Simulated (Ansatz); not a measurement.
For rock-salt SrO, PBE-D4 (plane waves, PAW; Ansatz, an electronic-structure program) gives:

| Quantity | Result |
|---|---|
| equilibrium lattice constant a | 5.161 Å |
| cohesive energy | 5.25 eV/atom |
| band gap | 3.32 eV |

### Question
What does r²SCAN+rVV10 (Ansatz, PAW) give for the same quantities?

### Answer

- lattice constant a: 5.140 Å (falls by 0.4 %)
- cohesive energy: 5.44 eV/atom (increases by 0.19 eV/atom)
- band gap: 3.75 eV (increases by 0.43 eV)

For comparison: lattice constant a 5.16 Å (measured, 300 K, no zero-point or thermal correction; as tabulated in Santana et al. (2016), arXiv:1608.06321); cohesive energy 5.23 ± 0.03 eV/atom (worked out here from tabulated enthalpies at 298 K, copied from a table, unchecked, brought to a static lattice with a Debye model, atoms in their spin–orbit ground levels; inputs from the CRC Handbook); band gap 5.63 eV (measured, zero-point renormalisation of 326 meV (computed, non-adiabatic AHC, without the lattice-expansion part) added back here to the 80 K gap 5.3 eV; inputs from Miglio et al. (2020), arXiv:2011.12765).

Changes are worked out from the printed values.

Unless a cell is named, each level is at its own relaxed cell (PBE-D4 17.19, r²SCAN+rVV10 16.98 Å³/atom).

Levels without +SOC have no spin–orbit coupling; where heavier elements are present it shifts gaps, mostly down, and can invert bands. Density-functional gaps are differences of (generalised) Kohn–Sham levels.

Ansatz's density-functional and Hartree–Fock values are scalar-relativistic unless marked +SOC, with PAW data made under PBE.
